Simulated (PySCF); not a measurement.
CF4, SMILES C(F)(F)(F)F. Atoms are numbered in the order given.

```xyz
5

F      0.7639    -0.7639     0.7639
C      0.0000     0.0000     0.0000
F     -0.7639    -0.7639    -0.7639
F     -0.7639     0.7639     0.7639
F      0.7639     0.7639    -0.7639
```

The structure is a stationary point at B3LYP-D3(BJ)/def2-SVP.

Computed with PBE/pcJ-1 (PySCF).

Isotropic couplings with Fermi-contact, spin-dipole and both spin-orbit terms, one fixed conformer, no vibrational averaging. Isotopes: 13C, 19F.

Computed spin–spin coupling constants:
| pair | bonds apart | J (Hz) |
|---|---|---|
| F1–C2 | 1 | -393.7 |
| C2–F3 | 1 | -393.7 |
| C2–F4 | 1 | -393.7 |
| C2–F5 | 1 | -393.7 |
| F1–F3 | 2 | -95.6 |
| F1–F4 | 2 | -95.6 |
| F1–F5 | 2 | -95.6 |
| F3–F4 | 2 | -95.6 |
| F3–F5 | 2 | -95.6 |
| F4–F5 | 2 | -95.6 |
